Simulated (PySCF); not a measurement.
Species: ClH3Si.
SMILES: `[SiH3]Cl`

The closed-shell ground state was solved at several levels (PySCF, density fitting, gas phase, non-relativistic). Geometry: PBE0-D3(BJ)/def2-SVP; no solvent, vibrations or thermal averaging.

| level | basis functions | HOMO (eV) | LUMO (eV) | gap (eV) | dipole (D) |
| --- | --- | --- | --- | --- | --- |
| PBE0/6-311+G(2d,p) | 88 | -9.04 | -0.46 | 8.58 | 1.37 |
| wB97X-D/pcSseg-2 | 128 | -10.95 | 1.51 | 12.46 | 1.54 |
| PBE0/6-31G* | 42 | -8.97 | -0.13 | 8.84 | 1.75 |
| PBE0/def2-TZVPD | 116 | -9.06 | -0.38 | 8.68 | 1.30 |
| PBE0/aug-cc-pVDZ | 81 | -9.02 | -0.48 | 8.54 | 1.41 |
| mPW1PW91/pcSseg-2 | 128 | -9.09 | -0.25 | 8.84 | 1.51 |
| B3LYP/def2-TZVP | 92 | -8.78 | -0.35 | 8.43 | 1.27 |
| PBE0/def2-SVPD | 75 | -9.08 | -0.33 | 8.75 | 1.41 |
| PBE0/STO-3G | 21 | -6.61 | 4.43 | 11.04 | 2.60 |
| PBE0/6-31G | 32 | -8.93 | -0.34 | 8.59 | 2.42 |
| LDA/def2-SVPD | 75 | -7.77 | -1.40 | 6.37 | 1.36 |
| wB97X-D/def2-SVPD | 75 | -10.96 | 1.41 | 12.37 | 1.44 |

Task: What might PBE0/cc-pVDZ (51 basis functions) give for the same quantities?

Result: HOMO -8.92 eV, LUMO 0.08 eV, gap 9.00 eV, dipole 1.47 D.

Task: Over all these levels, which gives the widest orbital gap and which the narrowest?

Result: wB97X-D/pcSseg-2 (range-separated hybrid) has the widest, 12.46 eV, and LDA/def2-SVPD (LDA) the narrowest, 6.37 eV. Functional and basis both differ between the two, so the spread mixes both effects.

Task: How much does the basis alone move the frontier levels among the 8 PBE0 rows (the withheld one included)?

Result: The HOMO by 2.47 eV and the LUMO by 4.91 eV. By rising basis size (HOMO, LUMO in eV): STO-3G -6.61, 4.43; 6-31G -8.93, -0.34; 6-31G* -8.97, -0.13; cc-pVDZ -8.92, 0.08; def2-SVPD -9.08, -0.33; aug-cc-pVDZ -9.02, -0.48; 6-311+G(2d,p) -9.04, -0.46; def2-TZVPD -9.06, -0.38.

Task: How far do the dipole and the HOMO energy spread over the levels?

Result: The dipole runs from 1.27 to 2.60 D (mean 1.60 D) and the HOMO from -10.96 to -6.61 eV.
